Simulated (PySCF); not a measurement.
**How well do the runs reproduce experiment for dimethylamine?**

**What was measured.**

From NIST CCCBDB Release 22 (SRD 101), experimental dipoles, for the gas: dipole moment (dielectric constant against temperature) 1.03 D.

How close the calculation comes is told at the end.

Dimethylamine, C2H7N.
SMILES with atom numbers: `[CH3:1][NH:2][CH3:3]` (hydrogens: H4, H5, H6 on C1; H7 on N2; H8, H9, H10 on C3)

Geometry (GFN2-xTB, Å), atoms numbered from 1 in this order:
```
atom  x, y, z in Å
C1    -1.2080   -0.0492   -0.0488
N2     0.0374    0.6511   -0.2830
C3     1.1980   -0.1777   -0.0328
H4    -1.2740   -0.8837   -0.7475
H5    -2.0380    0.6289   -0.2380
H6    -1.3025   -0.4499    0.9727
H7     0.0779    1.4772    0.3076
H8     1.1836   -1.0138   -0.7327
H9     1.2359   -0.5862    0.9895
H10    2.0984    0.4079   -0.2095
```

The PySCF runs (gas phase, on this GFN2-xTB geometry; no spin–orbit coupling):

```
        level                                                                           job  basis functions  wall time
PBE0/pcSseg-1                                       shieldings, charges and field gradients               86      4.8 s
  B3LYP/pcJ-1  spin–spin couplings from 10 perturbed nuclei, spin–dipole term for 1 of them              151      8.0 s
```

Hardware: one thread of an Arm Neoverse V1, on a shared host.

## Comparison

**Dipole moment.** Measured: 1.03 D (NIST CCCBDB Release 22 (SRD 101), experimental dipoles).

```csv
level,computed (D),computed − measured (D),% (from the printed values)
PBE0/pcSseg-1,1.05,+0.02,+2
B3LYP/pcJ-1,1.02,-0.01,-1
```

Closest is B3LYP/pcJ-1 (-0.01 D), furthest PBE0/pcSseg-1 (+0.02 D); one molecule doesn't rank methods. The computed dipoles belong to one fixed geometry; measured ones are averaged over vibrations unless marked μe. Magnitudes are compared, not signs.

No measured geometry was used, and the causes of the misses weren't examined.
